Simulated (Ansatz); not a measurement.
# Si₂F+ (triplet): wave-function methods side by side, cc-pVDZ

How much of the correlation energy of Si₂F+ (triplet) does each wave-function method recover here?

Program: Ansatz 0.2.0, Gaussian basis. Level of theory: cc-pVDZ, core rule «outside noble gas», up to 11 orbitals frozen. These are calculated values, not measurements.

To be run: UHF; CCSD(T) on ROHF; CCSD(T) on UHF; BCCD(T) on ROHF; CISD; CCSDT(Q) on ROHF; CCSDT(Q) on UHF.

29 further runs of the same task are left out: 8 for a known fault of the program, 7 that didn't finish, 14 set aside as unsound or not needed.

## (1) What is computed

The geometry is a PBE0/def2-TZVP stationary point (not a proven minimum) of the parent state, kept for this charge and spin.

3 atoms, charge 1, spin multiplicity 3.

Atoms are counted from 1 here; the program's logs count them from 0.

Bond lengths: F1–Si2 1.592 Å, Si2–Si3 2.130 Å. Angles: F1–Si2–Si3 180.0°.

As a file:

```xyz
3
charge 1, multiplicity 3
F     0.0000    0.0000   -1.7716
Si    0.0000    0.0000   -0.1794
Si    0.0000    0.0000    1.9510
```

## (2) UHF

The input, in.yaml:

```yaml
crystal:
  periodic: [false, false, false]
  atoms:
    - {symbol: F, position_ang: [0.000000, 0.000000, -1.771600]}
    - {symbol: Si, position_ang: [0.000000, 0.000000, -0.179400]}
    - {symbol: Si, position_ang: [0.000000, 0.000000, 1.951000]}
basis:
  gaussian: {orbitals: cc-pVDZ}
total_charge: 1
magnetization: {spin_polarized: true, initial_magnetization: 2}
hamiltonian: {xc: hf}
output: {orbitals: {seedname: orbitals}}
```

Run with:

```
ansatz run in.yaml --threads 1 --pin off --events-out ev --progress --plain --max-ram 2393MiB
```

The runs that follow: CCSD(T) on ROHF; CCSD(T) on UHF; BCCD(T) on ROHF; CISD; CCSDT(Q) on ROHF; CCSDT(Q) on UHF.

Before running them: what should the planned runs give, taken together? Wanted: UCCSDT(Q) below the RHF energy; RMP2 from UCCSDT(Q); UMP2 from UCCSDT(Q); RCCSD from UCCSDT(Q); RCCSD(T) from UCCSDT(Q); UCCSD(T) from UCCSDT(Q); RCCSDT(Q) from UCCSDT(Q); T1 diagnostic.

As calculated:

| quantity | value |
| --- | --- |
| UCCSDT(Q) below the RHF energy | -9.6996 eV |
| RMP2 from UCCSDT(Q) | +24.52 kcal/mol |
| UMP2 from UCCSDT(Q) | +25.53 kcal/mol |
| RCCSD from UCCSDT(Q) | +8.97 kcal/mol |
| RCCSD(T) from UCCSDT(Q) | +1.80 kcal/mol |
| UCCSD(T) from UCCSDT(Q) | +1.88 kcal/mol |
| RCCSDT(Q) from UCCSDT(Q) | +0.11 kcal/mol |
| levels within 1 kcal/mol (43 meV) | RCCSDT, UCCSDT, RCCSDT(Q) |
| T1 diagnostic | 0.025 |

**Reading.** RCCSD(T) lands +1.80 kcal/mol from the yardstick (0.8 % of the correlation energy). These misses are within one basis, not against nature; the frozen cores of restricted and unrestricted runs differ, which can shift their rows.
